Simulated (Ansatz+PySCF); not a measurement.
The numbers below are computed, except where a source is named.
A run of PySCF 2.14.0 on singlet P₂ at this shape:

| atom | x (Å) | y (Å) | z (Å) |
| --- | --- | --- | --- |
| P | 0.0000 | 0.0000 | -1.0211 |
| P | 0.0000 | 0.0000 | 1.0211 |

Its results:

* Converged: yes
* Total energy: -681.22265 hartree
* Spin squared of the determinant: 0.000
* Cycles: 8

Which input gives this output? Name the method, the orbitals and the basis set, and write the input.

RHF in def2-SVP. An unrestricted run that stays on the closed shell gives the same numbers.

```python
from pyscf import gto, scf

mol = gto.M(atom="""
P 0.000000 0.000000 -1.021140
P 0.000000 0.000000 1.021140
""", basis='def2-svp', charge=0, spin=0)
mf = scf.RHF(mol)
mf.kernel()
print(mf.converged, mf.e_tot, mf.spin_square()[0])
```

Caution: an unrestricted determinant lies well below.
